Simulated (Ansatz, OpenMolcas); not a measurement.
**Cl2 (chlorine): from total energies to a heat of formation**

The species is Cl2 (2 atoms), meant as a singlet with charge 0. As SMILES, `ClCl`. The coordinates come from a PBE0-D4/def2-TZVP relaxation.

```xyz
2

Cl    0.8457   -0.2816    0.4336
Cl   -0.8457    0.2816   -0.4336
```

Total energies at HF/3-21G (OpenMolcas 26.06); the atoms run unrestricted:

```
species    state  energy (Eh)
    Cl2  singlet  -914.526283
     Cl  doublet  -457.276552
```

Harmonic wavenumbers at PBE0-D4/def2-TZVP, in cm⁻¹: 575.

Measured heats of formation of the gaseous atoms at 298.15 K, in kJ/mol: Cl 121.3. Spin-orbit lowering of the atoms at 298 K (mean of the ground term's levels less their thermal mean, from spectra), in kJ/mol: Cl 3.44. Take 1 Eh = 2625.50 kJ/mol, 1 cm⁻¹ = 0.0119627 kJ/mol, RT = 2.479 kJ/mol.

Question: What heat of formation follows?

Answer: 
1. Electronic atomisation energy: 2 × (-457.276552) − (-914.526283) = -0.026821 Eh = -70.4 kJ/mol.
2. Zero-point energy: half the sum of the wavenumbers, 287.5 cm⁻¹ = 3.4 kJ/mol.
3. Thermal vibrational enthalpy, Σ hcν̃/(exp(hcν̃/kT) − 1): 0.5 kJ/mol. Translation, rotation and pV of a linear molecule: 3.5 RT = 8.7 kJ/mol.
4. The 2 free atoms carry 5/2 RT each: 12.4 kJ/mol.
5. Spin-orbit coupling lowers the free atoms by 2 × 3.44 = 6.9 kJ/mol.
6. Atomisation enthalpy at 298 K: -70.4 − 6.9 − 3.4 − 0.5 − 8.7 + 12.4 = -77.5 kJ/mol.
7. Sum of the atoms' heats of formation: 242.6 kJ/mol. Heat of formation: 242.6 − -77.5 = +320.1 kJ/mol.

The tabulated value is 0.0 kJ/mol (Active Thermochemical Tables), so this level is off by +320.1 kJ/mol, or 131.9 % of the atomisation enthalpy. Hartree–Fock leaves out correlation, which is larger in the molecule than in the atoms, so it underbinds and puts the heat of formation too high. A basis without polarisation functions underbinds badly. Anharmonicity and any spin-orbit splitting of the molecule are left out.
